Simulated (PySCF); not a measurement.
Species: C6H5 (doublet state).
InChI=1S/C6H5/c1-2-4-6-5-3-1/h1-5H

Computed geometry: GFN2-xTB, gas phase. This method treats the open shell by occupation alone, without spin polarisation.

Take the most abundant isotopes and a rigid rotor. 

(1) What are A, B and C (MHz)?

(2) What kind of rotor is it?

(3) What does the inertial defect say?

(4) Give the coordinates in the principal-axis frame, origin at the centre of mass.

(5) List the rotational levels J(Ka,Kc) to J = 5 (MHz).

Answers

(1) Ia = 79.44, Ib = 88.35, Ic = 167.79 u·Å²; 505379 MHz·u·Å²/I gives A = 6362, B = 5720, C = 3012 MHz.

(2) An asymmetric top; Ray's κ = 0.617.

(3) Planar: Δ = Ic − Ia − Ib = 0.00 u·Å². For a rigid frame Δ = −2 Σ m c², so it vanishes when all atoms lie in the ab plane; here none is more than 0.01 Å from it.

(4) The sense of each axis is arbitrary; atoms in the order of the calculation.
| atom | mass (u) | a (Å) | b (Å) | c (Å) |
| --- | --- | --- | --- | --- |
| C1 | 12.000 | 0.001 | -1.367 | -0.001 |
| C2 | 12.000 | -1.209 | -0.738 | 0.000 |
| C3 | 12.000 | -1.204 | 0.656 | 0.000 |
| C4 | 12.000 | -0.001 | 1.340 | 0.000 |
| C5 | 12.000 | 1.203 | 0.657 | 0.000 |
| C6 | 12.000 | 1.210 | -0.737 | 0.000 |
| H7 | 1.008 | -2.141 | -1.283 | 0.000 |
| H8 | 1.008 | -2.142 | 1.193 | 0.002 |
| H9 | 1.008 | -0.001 | 2.421 | -0.002 |
| H10 | 1.008 | 2.140 | 1.195 | 0.001 |
| H11 | 1.008 | 2.143 | -1.281 | 0.001 |

(5) Above 0(0,0):
J = 1: 1(0,1) 8732, 1(1,1) 9374, 1(1,0) 12082
J = 2: 2(0,2) 24029, 2(1,2) 24130, 2(1,1) 32255, 2(2,1) 34179, 2(2,0) 36347
J = 3: 3(0,3) 45162, 3(1,3) 45172, 3(1,2) 59886, 3(2,2) 60376, 3(2,1) 67608, 3(3,1) 71445, 3(3,0) 72981
J = 4: 4(0,4) 72276, 4(1,4) 72277, 4(1,3) 93255, 4(2,3) 93324, 4(2,2) 107406, 4(3,2) 108782, 4(3,1) 114888, 4(4,1) 121231, 4(4,0) 122197
J = 5: 5(0,5) 105409, 5(1,5) 105409, 5(1,4) 132455, 5(2,4) 132462, 5(2,3) 153209, 5(3,3) 153480, 5(3,2) 166509, 5(4,2) 169416, 5(4,1) 174245, 5(5,1) 183594, 5(5,0) 184144
Those of J = 1 are B + C, A + C and A + B.

For this open shell read J as N, the rotation without spin; fine and hyperfine splittings come on top. GFN2-xTB frequencies: not computed here. These are rigid-rotor constants of the computed structure; measured ground-state constants (B0) also hold zero-point vibration.
